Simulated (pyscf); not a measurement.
Thermochemistry of product channels of O=Sn: [singlet] + H₂S on the singlet surface, in kcal/mol, from ωB97M-D3(BJ)/def2-TZVP energies (ideal gas, 1 atm, RRHO with modes under 100 cm⁻¹ raised to 100, one conformer, R ln 2 for rigid chiral ones). PySCF, gas phase, ωB97X-D3(BJ)/def2-SVP geometries.

| products | ΔE | ΔH(298 K) | ΔG(600 K) | ΔG(1200 K) |
|---|---|---|---|---|
| O=Sn=S + H₂ | +26.9 | +25.3 | +29.7 | +32.3 |
| HO–Sn:–SH [singlet] | -51.1 | -48.9 | -31.5 | -15.7 |
| O=SnH–SH | +10.9 | +10.7 | +28.7 | +45.1 |

These are energies of the channels, which say nothing of barriers. Elements past Kr carry the def2 core potentials, without spin-orbit coupling.
